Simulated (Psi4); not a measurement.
This Psi4 input (MP2/def2-TZVPP) gives -151.60274 Eh with 104 basis functions.

```
memory 8100 MB

molecule {
1 1
O     0.13599357    0.55950266   -0.34160035
O    -0.15958912   -0.65619836    0.39793467
H     1.05373037    0.81572862   -0.07966861
H    -0.34774107   -1.27257644   -0.34513535
H    -0.51722487    1.23041339   -0.02587059
}

set {
  basis def2-tzvpp
  scf_type df
  freeze_core true
}

energy('mp2')
print_variables()
```

Change:
```diff
- basis def2-tzvpp
+ basis def2-qzvp
```

Task: What does the run give now?

Result: -151.64796 Eh (MP2/def2-QZVP, 204 functions), a change of -45.22 mEh.
